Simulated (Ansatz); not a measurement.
in.yaml

```yaml
crystal:
  periodic: [false, false, false]
  atoms:
    - {symbol: Se, position_ang: [0.000000, 0.000000, 0.000000]}
    - {symbol: Li, position_ang: [0.000000, 0.000000, 2.560600]}
basis:
  gaussian: {orbitals: cc-pVDZ}
total_charge: 1
correlation: {method: fic_mrcisd_q, electrons: outside_noble_gas, active_space: {window: {electrons: 2, orbitals: 2}}}
```

```sh
$ ansatz run in.yaml --threads 1 --pin off --events-out ev --progress --plain --max-ram 2393MiB
```

The program prints:

```
459 factors; integrals over basis functions are off by at most 3.4e-4 eV
mean field evaluation 1: about -65497.0616 eV, gradient 1.1e1 eV
mean field evaluation 2: about -65497.0766 eV, gradient 1.1e1 eV
mean field evaluation 4: about -65497.4243 eV, gradient 3.4e-1 eV
mean field evaluation 8: about -65497.4250 eV, gradient 2.9e-5 eV
mean field evaluation 16: about -65497.4235 eV, gradient 4.8e-1 eV
mean field evaluation 32: about -65497.4227 eV, gradient 4.7e-1 eV
mean field -65497.42499316 eV, -2406.9859727494 hartree, gradient 1.5e-6 eV, S^2 0.000000; 4 other end points of the search recorded, 0 dependent functions left out; unrestricted orbitals would lower it
reference -65497.42499316 eV, -2406.9859727494 hartree; 18, 18 occupied and 23, 23 virtual orbitals, 459 factors
state -65498.08284687 eV, -2407.0101484274 hartree
contracted CI cycle   1: correlation 0.00000000 eV, 0.0000000000 hartree, residual 1.13e1 eV
contracted CI cycle   2: correlation -2.49957435 eV, -0.0918576632 hartree, residual 1.66e0 eV
contracted CI cycle   3: correlation -2.56116728 eV, -0.0941211614 hartree, residual 3.39e-1 eV
contracted CI cycle   4: correlation -2.56391387 eV, -0.0942220968 hartree, residual 5.94e-2 eV
contracted CI cycle   5: correlation -2.56399435 eV, -0.0942250544 hartree, residual 1.77e-2 eV
contracted CI cycle   6: correlation -2.56400235 eV, -0.0942253486 hartree, residual 4.71e-3 eV
contracted CI cycle   7: correlation -2.56400291 eV, -0.0942253690 hartree, residual 1.37e-3 eV
contracted CI cycle   8: correlation -2.56400296 eV, -0.0942253707 hartree, residual 3.57e-4 eV
contracted CI cycle   1: correlation 0.00000000 eV, 0.0000000000 hartree, residual 1.13e1 eV
contracted CI cycle   2: correlation -2.49957435 eV, -0.0918576632 hartree, residual 1.66e0 eV
contracted CI cycle   3: correlation -2.56116728 eV, -0.0941211614 hartree, residual 3.39e-1 eV
contracted CI cycle   4: correlation -2.56391387 eV, -0.0942220968 hartree, residual 5.94e-2 eV
contracted CI cycle   5: correlation -2.56399435 eV, -0.0942250544 hartree, residual 1.77e-2 eV
contracted CI cycle   6: correlation -2.56400235 eV, -0.0942253486 hartree, residual 4.71e-3 eV
contracted CI cycle   7: correlation -2.56400291 eV, -0.0942253690 hartree, residual 1.37e-3 eV
contracted CI cycle   8: correlation -2.56400296 eV, -0.0942253707 hartree, residual 3.57e-4 eV
state -65498.08284687 eV, -2407.0101484274 hartree; corrected -65500.78944436 eV, -2407.1096140505 hartree
Total energy: -65500.78944436 eV, -2407.1096140505 hartree
```

For the same geometry and basis full CI lies 27.9 meV higher.

Ran on 1 thread of Arm Neoverse V1, shared host: 0.96 s wall, 0.17 GiB peak host memory.
